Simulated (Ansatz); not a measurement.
**Al–CH2: how the atomization moves with the basis**

Al–CH2, doublet; coordinates (Å): Al 0.000 0.000 0.705; C 0.000 0.000 -1.266; H 0.000 -0.896 -1.894; H 0.000 0.896 -1.894. Quantity: atomization.

Ansatz 0.2.0, basis 6-31G or cc-pVDZ or cc-pVTZ; geometries are PBE0/def2-TZVP minima. Wave-function levels freeze the cores; HF, MP2 and coupled cluster are restricted for singlets and unrestricted otherwise, atoms included (their steps beyond CCSDT(Q) come from restricted open-shell runs), Kohn–Sham unrestricted where that lies lower. The reference is CCSDT(Q) or full CI (coupled cluster only where its series has nearly closed). Semilocal and hybrid functionals correlate all electrons outside any core potential and usually lie nearer their basis limit than the reference, so part of their error here is the reference's basis and frozen-core error; RPA and the MP2 part of double hybrids freeze the same cores as the reference. None of these values is a measured one. Energies are electronic, without zero-point terms. No spin–orbit coupling and no scalar relativity. The species are chosen: bound, without strong static correlation by their natural occupations or amplitudes, in their lowest spin state as far as vertical gaps and like structures tell, and with a ladder that closes on the reference, so errors are smaller than for species at large; levels whose determinant breaks symmetry or spin markedly are left out.

```csv
level,6-31G (kcal/mol),cc-pVDZ (kcal/mol),cc-pVTZ (kcal/mol)
reference,236.3 (full CI),252.5 (CCSDT(Q)),269.0 (CCSDT(Q))
CCSD,234.8,250.2,265.9
CCSD(T),236.0,252.2,268.8
CCSDT,236.2,252.3,268.8
PBE,272.7,273.5,279.3
r2SCAN,270.4,272.1,278.2
PBE0,267.8,270.2,276.1
B2PLYP,256.4,263.6,273.2
```

From 6-31G to cc-pVTZ the reference moves by 32.7 kcal/mol and PBE by 6.6; the step from CCSD(T) to the reference is 0.3 in the first and 0.2 in the last.
